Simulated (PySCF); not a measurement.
# One shape, several levels: HBS (hydrogen boron sulfide)

Aim: a comparison of 5 runs (HF/STO-3G, M06-2X/6-31G*, B3LYP/def2-SVP, PBE0/def2-SVP, SVWN5/pcseg-1) of HBS (hydrogen boron sulfide). 

Program for the calculation: PySCF 2.14.0.

**1. Starting point**

HBS: 3 atoms, total charge 0, spin state singlet. SMILES: `B=S`. The coordinates come from a PBE0-D4/def2-TZVP relaxation.

Bond lengths: B1–S2 1.598 Å, B1–H3 1.175 Å. Angles: S2–B1–H3 180.0°.

**2. Energy and forces at HF/STO-3G (run 1)**

File input.py:

```python
# hydrogen boron sulfide
from pyscf import gto, scf

mol = gto.M(
    atom='''
B     -0.073057    -0.027514     0.254641
S      0.754322     0.278999    -2.632937
H     -0.681265    -0.251485     2.378277
''',
    verbose=4,
    basis='sto-3g',
    max_memory=1860,
    charge=0,
    unit='bohr',
    spin=0,
)

myscf = scf.RHF(mol)
myscf.conv_tol = 1e-10
myscf.kernel()
if not myscf.converged:
    myscf = myscf.newton().run(myscf.mo_coeff, myscf.mo_occ)

etot = myscf.e_tot
print('Final energy', etot)
grad = myscf.nuc_grad_method().kernel()
myscf.analyze()
```

Launch:

```sh
$ OMP_NUM_THREADS=1 python input.py
```

Standard output:

```text
PySCF version 2.14.0

[INPUT] num. atoms = 3
[INPUT] num. electrons = 22
[INPUT] charge = 0
[INPUT] spin (= nelec alpha-beta = 2S) = 0
[INPUT] symmetry False subgroup None
[INPUT] Mole.unit = bohr
[INPUT] Symbol           X                Y                Z      unit          X                Y                Z       unit  Magmom
[INPUT]  1 B     -0.038660099498  -0.014559781781   0.134750214166 AA   -0.073057000000  -0.027514000000   0.254641000000 Bohr   0.0
[INPUT]  2 S      0.399170012096   0.147639912669  -1.393290258188 AA    0.754322000000   0.278999000000  -2.632937000000 Bohr   0.0
[INPUT]  3 H     -0.360509912597  -0.133080130888   1.258529989655 AA   -0.681265000000  -0.251485000000   2.378277000000 Bohr   0.0

[... 43 lines left out ...]
Final energy -418.11993218052584
[... 12 lines left out ...]
One-electron Energy =                 -644.122428377855613
[... 2 lines left out ...]
DFT Exchange-Correlation Energy =      -29.474850903310681
[... 4 lines left out ...]
MO #3   energy= -7.38918183487895  occ= 2
[... 2 lines left out ...]
MO #6   energy= -6.24171291297608  occ= 2
[... 2 lines left out ...]
MO #9   energy= -0.401361093234026 occ= 2
[... 2 lines left out ...]
MO #12  energy= 0.287081089503035  occ= 0
[... 2 lines left out ...]
MO #15  energy= 0.979570200650068  occ= 0
[... 21 lines left out ...]
Dipole moment(X, Y, Z, Debye): -0.27691, -0.10291,  0.96621
```

Wall time 1.2 s (1 thread of AMD EPYC 7R43 (Zen 3), shared host); peak memory 0.12 GiB.

**3. Energy and gradient at M06-2X/6-31G(d) (spherical functions) (run 2)**

File calc.py:

```python
import pyscf.grad
from pyscf import gto, dft

molecule = gto.Mole()
molecule.atom = [
    ('B', (-0.038660, -0.014560, 0.134750)),
    ('S', (0.399170, 0.147640, -1.393290)),
    ('H', (-0.360510, -0.133080, 1.258530)),
]
molecule.max_memory = 1860
molecule.basis = '6-31g*'
molecule.verbose = 4
molecule.spin = 0
molecule.build()

mf = dft.RKS(molecule)
mf.xc = 'm06-2x'
mf.grids.level = 5
mf.conv_tol = 1e-10
mf.kernel()
if not mf.converged:
    mf = mf.newton().run(mf.mo_coeff, mf.mo_occ)

e_tot = mf.e_tot
print(f'total energy: {e_tot:.8f} hartree')
grad = mf.Gradients().kernel()
dip = mf.dip_moment()
pop, q = mf.mulliken_pop()
```

Launch:

```sh
$ OMP_NUM_THREADS=1 python calc.py
```

Standard output:

```text
PySCF version 2.14.0

[INPUT] num. atoms = 3
[INPUT] num. electrons = 22
[INPUT] charge = 0
[INPUT] spin (= nelec alpha-beta = 2S) = 0
[INPUT] symmetry False subgroup None
[INPUT] Mole.unit = angstrom
[INPUT] Symbol           X                Y                Z      unit          X                Y                Z       unit  Magmom
[INPUT]  1 B     -0.038660000000  -0.014560000000   0.134750000000 AA   -0.073056811976  -0.027514412374   0.254640595285 Bohr   0.0
[INPUT]  2 S      0.399170000000   0.147640000000  -1.393290000000 AA    0.754321977143   0.278999165031  -2.632936512095 Bohr   0.0
[INPUT]  3 H     -0.360510000000  -0.133080000000   1.258530000000 AA   -0.681265165167  -0.251484752657   2.378277019549 Bohr   0.0

[... 59 lines left out ...]
converged SCF energy = -423.595107434464
total energy: -423.59510743 hartree
[... 10 lines left out ...]
Dipole moment(X, Y, Z, Debye): -0.44502, -0.16496,  1.55301
[... 38 lines left out ...]
charge of    2H =      0.06042
```

Run time: 7.8 s. Hardware: 1 thread of AMD EPYC 7R43 (Zen 3), shared host; peak memory 0.38 GiB.

**4. Energy and forces at B3LYP/def2-SVP (run 3)**

File mol.xyz:

```xyz
3
BHS
B     -0.038660    -0.014560     0.134750
S      0.399170     0.147640    -1.393290
H     -0.360510    -0.133080     1.258530
```

File run.py:

```python
from pyscf import gto, dft

mol = gto.M(
    atom='mol.xyz',
    spin=0,
    verbose=4,
    basis='def2-svp',
    charge=0,
    max_memory=1860,
)

ks = dft.RKS(mol)
ks.xc = 'b3lyp'
ks.conv_tol = 1e-10
ks.grids.level = 5
ks.kernel()
if not ks.converged:
    ks = ks.newton().run(ks.mo_coeff, ks.mo_occ)

e_tot = ks.e_tot
print('E(%s) = %.9f' % ('B3LYP', e_tot))
grad = ks.nuc_grad_method().kernel()
ks.analyze()
```

Launch:

```sh
$ OMP_NUM_THREADS=1 python run.py
```

Standard output:

```text
PySCF version 2.14.0

[INPUT] num. atoms = 3
[INPUT] num. electrons = 22
[INPUT] charge = 0
[INPUT] spin (= nelec alpha-beta = 2S) = 0
[INPUT] symmetry False subgroup None
[INPUT] Mole.unit = angstrom
[INPUT] Symbol           X                Y                Z      unit          X                Y                Z       unit  Magmom
[INPUT]  1 B     -0.038660000000  -0.014560000000   0.134750000000 AA   -0.073056811976  -0.027514412374   0.254640595285 Bohr   0.0
[INPUT]  2 S      0.399170000000   0.147640000000  -1.393290000000 AA    0.754321977143   0.278999165031  -2.632936512095 Bohr   0.0
[INPUT]  3 H     -0.360510000000  -0.133080000000   1.258530000000 AA   -0.681265165167  -0.251484752657   2.378277019549 Bohr   0.0

[... 69 lines left out ...]
Total Energy =                        -423.528405250397213
[... 7 lines left out ...]
MO #1   energy= -88.8416228316555  occ= 2
[... 5 lines left out ...]
MO #7   energy= -0.729708658827195 occ= 2
[... 5 lines left out ...]
MO #13  energy= -0.0410048092824607 occ= 0
[... 5 lines left out ...]
MO #19  energy= 0.311988122346224  occ= 0
[... 5 lines left out ...]
MO #25  energy= 0.654921872383725  occ= 0
[... 5 lines left out ...]
MO #31  energy= 1.19383763456264   occ= 0
[... 5 lines left out ...]
MO #37  energy= 2.81151712095062   occ= 0
[... 43 lines left out ...]
Dipole moment(X, Y, Z, Debye): -0.33825, -0.12524,  1.18053
```

It took 5.4 s on 1 thread of AMD EPYC 7R43 (Zen 3), shared host; peak memory 0.41 GiB.

Run 4 isn't shown in full; the table further down has it.

**5. Energy and gradient at SVWN5/pcseg-1 (run 5)**

File job.py:

```python
import pyscf.grad
from pyscf import gto, dft

molecule = gto.Mole()
molecule.atom = '''
B       -0.038660      -0.014560       0.134750
S        0.399170       0.147640      -1.393290
H       -0.360510      -0.133080       1.258530
'''
molecule.max_memory = 1860
molecule.basis = 'pcseg-1'
molecule.spin = 0
molecule.charge = 0
molecule.verbose = 4
molecule.build()

myscf = dft.RKS(molecule)
myscf.xc = 'svwn'
myscf.grids.level = 5
myscf.conv_tol = 1e-10
myscf.kernel()
if not myscf.converged:
    myscf = myscf.newton().run(myscf.mo_coeff, myscf.mo_occ)

e_tot = myscf.e_tot
print('E = %.10f Eh' % e_tot)
grad = myscf.Gradients().kernel()
myscf.analyze()
```

Launch:

```sh
$ OMP_NUM_THREADS=1 python job.py
```

Standard output:

```text
PySCF version 2.14.0

[INPUT] num. atoms = 3
[INPUT] num. electrons = 22
[INPUT] charge = 0
[INPUT] spin (= nelec alpha-beta = 2S) = 0
[INPUT] symmetry False subgroup None
[INPUT] Mole.unit = angstrom
[INPUT] Symbol           X                Y                Z      unit          X                Y                Z       unit  Magmom
[INPUT]  1 B     -0.038660000000  -0.014560000000   0.134750000000 AA   -0.073056811976  -0.027514412374   0.254640595285 Bohr   0.0
[INPUT]  2 S      0.399170000000   0.147640000000  -1.393290000000 AA    0.754321977143   0.278999165031  -2.632936512095 Bohr   0.0
[INPUT]  3 H     -0.360510000000  -0.133080000000   1.258530000000 AA   -0.681265165167  -0.251484752657   2.378277019549 Bohr   0.0

[... 73 lines left out ...]
Total Energy =                        -421.972104715825708
[... 7 lines left out ...]
MO #1   energy= -87.6925746749335  occ= 2
[... 5 lines left out ...]
MO #7   energy= -0.671689323741821 occ= 2
[... 5 lines left out ...]
MO #13  energy= -0.0847796323505294 occ= 0
[... 5 lines left out ...]
MO #19  energy= 0.213610296577703  occ= 0
[... 5 lines left out ...]
MO #25  energy= 0.603343992567974  occ= 0
[... 5 lines left out ...]
MO #31  energy= 1.41377449202921   occ= 0
[... 5 lines left out ...]
MO #37  energy= 3.11839483951514   occ= 0
[... 43 lines left out ...]
Dipole moment(X, Y, Z, Debye): -0.36003, -0.13326,  1.25658
```

Run time: 4.5 s. Hardware: 1 thread of AMD EPYC 7R43 (Zen 3), shared host; peak memory 0.23 GiB.

**6. Overview of the runs**

```csv
run,level,integration grid,energy (Eh),dipole moment (D),HOMO energy (eV),LUMO energy (eV),wall time
1,HF/STO-3G,–,-418.119932,1.01,-7.91,7.81,1.2 s
2,M06-2X/6-31G* (spherical functions),5,-423.595107,1.62,-9.55,0.02,7.8 s
3,B3LYP/def2-SVP,5,-423.528405,1.23,-8.17,-1.12,5.4 s
4,PBE0/def2-SVP,5,-423.328236,1.36,-8.50,-0.97,4.8 s
5,SVWN5/pcseg-1,5,-421.972105,1.31,-7.64,-2.31,4.5 s
```

**7. What came out**

| quantity | value |
| --- | --- |
| run 5: total energy | -421.97210 Eh |
| run 5: dipole moment | 1.31 D |
| run 5: HOMO energy | -7.64 eV |
| run 5: LUMO energy | -2.31 eV |
| run 5: HOMO–LUMO gap | 5.33 eV |
| run 5: largest force on an atom | 0.632 eV/Å |

**Reading.** The dipole moment (its size) runs from 1.01 D (HF/STO-3G) to 1.62 D (M06-2X/6-31G*). The two ends differ in method and basis. The HOMO–LUMO gap runs from 5.33 eV (SVWN5/pcseg-1) to 15.72 eV (HF/STO-3G). Totals of different functionals can't be ranked against each other. In run 1 the basis is minimal, so the values are rough. All runs together took 24 s, the longest 7.8 s.
